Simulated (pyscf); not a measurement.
Thermochemistry of product channels of H₂C=CH₂ + Br• on the doublet surface, in eV, from CCSD(T)/def2-TZVPP + ΔMP2(QZVPP) energies (ideal gas, 1 atm, RRHO with modes under 100 cm⁻¹ raised to 100, one conformer, R ln 2 for rigid chiral ones). Optimised with ωB97X-D3(BJ)/def2-SVP in PySCF. MP2 and CC: frozen core, UHF for open shells. ΔMP2 is the change of the MP2 total energy from the triple- to the quadruple-zeta basis.

| products | ΔE | ΔH(298 K) | ΔG(600 K) | ΔG(900 K) |
|---|---|---|---|---|
| •HC=CH₂ + HBr | +1.05 | +0.85 | +0.57 | +0.41 |
| •H₂C–CH₂–Br | -0.44 | -0.45 | +0.13 | +0.41 |
| H₂C=CH–Br + H• | +1.39 | +1.17 | +1.14 | +1.11 |

The channel to •H₂C–CH₂–Br turns unfavourable between 298 and 1200 K (ΔG from -0.16 eV to +0.69 eV).

These are energies of the channels, which say nothing of barriers. The CCSD(T) − MP2 part came from Ansatz, without density fitting, on the same reference. A UHF reference is spin-contaminated (<S²> up to 0.96), which harms MP2 most. The frozen core leaves the outer d or s,p core shells of the metals and heavy elements correlated in the MP2 and CC values, and def2-TZVPP describes them poorly, which can shift differences by a few kcal/mol. Left out: orbital degeneracy and the spin-orbit lowering of Br, which is large for Br, Se, Te and I. Elements up to Kr have no core potential and no relativistic terms here.
